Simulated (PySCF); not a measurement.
# Telling isomers of C₅H₆ apart by NMR

PySCF calculation with geometry from PBE0-D3(BJ)/def2-SVP, shieldings: GIAO PBE0/pcSseg-1 and J couplings at B3LYP/pcJ-1 (spin–dipole term left out of most H,H and C,H couplings); one averaged value for each set of equivalent atoms, one conformer, non-relativistic, in vacuum.

Referencing at the same level of theory: TMS for ¹H, ¹³C. Multiplet labels drop J under 1 Hz and among equivalent protons, and merge close values. Unscaled 3J(H,H) run several per cent high. Shifts are as computed. Against solution values, carbons near 30 ppm lie about +2 ppm off and those near 130 ppm about +5 ppm. Of 1211 compounds with measured shifts, 218 miss one by over three times the rms of a fit or turn the order of signals round; such compounds aren't used in these exercises.

(1) Tabulate the signals of `C=C1C=C1C`, `C#CCC=C` and their relative energies.

(2) What is the quickest way to tell C=C1C=C1C from C#CCC=C?

## Answers

(1) 
```tsv
SMILES	carbon types	δC	δH	E rel. (kcal/mol)
C=C1C=C1C	2×C 1×CH 1×CH2 1×CH3	149.7, 132.5, 127.9, 62.0, 12.8	7.64 (d of quint, 1H), 3.79 (d, 1H), 3.76 (d, 1H), 2.26 (d, 3H)	6.2
C#CCC=C	1×C 2×CH 2×CH2	143.1, 124.4, 84.1, 75.5, 27.1	5.97 (ddt, 1H), 5.36 (dq, 1H), 5.32 (dq, 1H), 2.89 (ddt, 2H), 1.91 (t, 1H)	0.0
```

Energies are electronic energies at PBE0/pcSseg-1 on these geometries, without zero-point or thermal terms, each for the one conformer computed, which needn't be the lowest.

(2) Both give the same number of carbon signals, but DEPT or the intensities differ. The first has a fully substituted alkene carbon (C) at 149.7 ppm, the second a terminal =CH2 carbon at 124.4 ppm. Their most deshielded carbons lie at 149.7 and 143.1 ppm. In the proton spectra the most deshielded non-exchanging signals are 7.64 (d of quint, J = 3.3, 1.4 Hz, 1H) and 5.97 (ddt, J = 17.9, 11.1, 8.3 Hz, 1H).
